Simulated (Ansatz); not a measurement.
Reaction (SMILES): N (NH3) → [NH2] (NH2) + H atom
B3LYP-D3(BJ)/def2-TZVP geometries, fixed; electronic energies without zero-point terms.
Largest species:
```
N
H 1 1.0136
H 1 1.0136 2 107.33
H 1 1.0136 2 107.33 3 -115.09
```
Charge 0, spin multiplicity 1.

Effect of a fitting basis named in the input at PBE/def2-TZVPP with Ansatz (a program for electronic structure), against the last row, where the bond dissociation energy is 113.11 kcal/mol. Open shells are unrestricted. The default fits or decomposes integrals by the program's own choice; accuracy: high also tightens integrals, grids and stops.

```json
[
 {"setting": "fitting: def2-SV(P)-JKFIT", "largest shift of a total energy (mEh)": "-0.047", "shift of the bond dissociation energy (kcal/mol)": "-0.006"},
 {"setting": "fitting: def2-universal-JKFIT", "largest shift of a total energy (mEh)": "-0.047", "shift of the bond dissociation energy (kcal/mol)": "-0.006"},
 {"setting": "fitting: cc-pVTZ-JKFIT", "largest shift of a total energy (mEh)": "-0.007", "shift of the bond dissociation energy (kcal/mol)": "-0.001"},
 {"setting": "fitting: cc-pVQZ-JKFIT", "largest shift of a total energy (mEh)": "-0.002", "shift of the bond dissociation energy (kcal/mol)": "-0.001"},
 {"setting": "fitting: cc-pV5Z-JKFIT", "largest shift of a total energy (mEh)": "-0.002", "shift of the bond dissociation energy (kcal/mol)": "-0.001"},
 {"setting": "fitting: def2-universal-JFIT", "largest shift of a total energy (mEh)": "-0.163", "shift of the bond dissociation energy (kcal/mol)": "0.039"},
 {"setting": "accuracy: high", "largest shift of a total energy (mEh)": "0.001", "shift of the bond dissociation energy (kcal/mol)": "0.000"},
 {"setting": "accuracy: medium (default)", "largest shift of a total energy (mEh)": "0.000", "shift of the bond dissociation energy (kcal/mol)": "0.000"}
]
```

Within 0.02 kcal/mol in the bond dissociation energy: fitting: def2-SV(P)-JKFIT; fitting: def2-universal-JKFIT; fitting: cc-pVTZ-JKFIT; fitting: cc-pVQZ-JKFIT; fitting: cc-pV5Z-JKFIT; accuracy: high. The largest shift is 0.163 mEh in a total energy and 0.039 kcal/mol in the difference.
